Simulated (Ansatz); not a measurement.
# Ni: relativity, spin-orbit coupling and the nucleus

What happens to Ni at a fixed cell under these changes: no relativity; spin-orbit coupling on?

Computed with Ansatz 0.2.0 (DFT, at the level named in each step, unless a step's input says otherwise).

1 further run of the same task is left out (set aside as unsound or not needed).

### Step 1. Starting point

The structure is cubic, space group Fm-3m (No. 225). Conventional cell: a = 3.519 Å, b = 3.519 Å, c = 3.519 Å, α = 90.00°, β = 90.00°, γ = 90.00°. Ni (site symmetry m-3m) has 12 Ni at 2.49 Å as nearest neighbours.

Structure file:

```
CELL_PARAMETERS angstrom
0.00000 1.75961 1.75961
1.75961 0.00000 1.75961
1.75961 1.75961 0.00000
ATOMIC_POSITIONS crystal
Ni 0.00000 0.00000 0.00000
```

The cell was relaxed by PAW from a hypothetical start (fcc type); it needn't be the stable phase of this composition.

### Step 2. No relativity, LAPW

File input.yaml:

```yaml
crystal:
  lattice:
    - [0.0, 1.7596086113, 1.7596086113]
    - [1.7596086113, 0.0, 1.7596086113]
    - [1.7596086113, 1.7596086113, 0.0]
  atoms:
    - { symbol: Ni, position: [0.0, 0.0, 0.0], spin: 1.5 }
magnetization:
  spin_polarized: true
kpoints:
  mp_grid: { grid: [18, 18, 18] }
  band_path:
    path:
      - [0.0, 0.0, 0.0]
      - [0.5, 0.0, 0.5]
      - [0.625, 0.25, 0.625]
      - [0.375, 0.375, 0.75]
      - [0.0, 0.0, 0.0]
      - [0.5, 0.5, 0.5]
      - [0.5, 0.25, 0.75]
      - [0.5, 0.0, 0.5]
    npoints: 5
scf:
  occupations: { method: fermi_dirac, width: 0.08 }
hamiltonian:
  xc: pbe
  pseudopotentials:
    kind: all_electron
    lapw: { basis_error: 0.001 }
    relativity: none
output:
  forces: true
  stress: true
  eigenvalues: true
```

### Step 3. Spin-orbit coupling on, LAPW

Edit input.yaml of step 2 so:

```diff
@@ -8,3 +8,4 @@
 magnetization:
-  spin_polarized: true
+  noncollinear: true
+  spin_orbit: true
 kpoints:
@@ -26,6 +27,3 @@
   xc: pbe
-  pseudopotentials:
-    kind: all_electron
-    lapw: { basis_error: 0.001 }
-    relativity: none
+  pseudopotentials: { kind: all_electron, lapw: { basis_error: 0.001 } }
 output:
```

### Step 4. Spin-orbit coupling on, PAW

Edit input.yaml of step 3 so:

```diff
@@ -27,3 +27,3 @@
   xc: pbe
-  pseudopotentials: { kind: all_electron, lapw: { basis_error: 0.001 } }
+  pseudopotentials: { kind: paw_fr }
 output:
@@ -32 +32,2 @@
   eigenvalues: true
+  efg: { contact_densities: true }
```

(Steps that only read results are left out.)

**Question.** What will these runs give? Wanted: pressure, no relativity, LAPW; pressure, spin-orbit coupling on, LAPW.

**Answer**, as computed:

| quantity | value |
| --- | --- |
| pressure, no relativity, LAPW | 4.34 GPa |
| pressure, spin-orbit coupling on, LAPW | 0.05 GPa |

With spin-orbit coupling, PAW lies +0.03 GPa from LAPW in pressure. Other magnetic orders may lie lower; this is the state that the run reached.
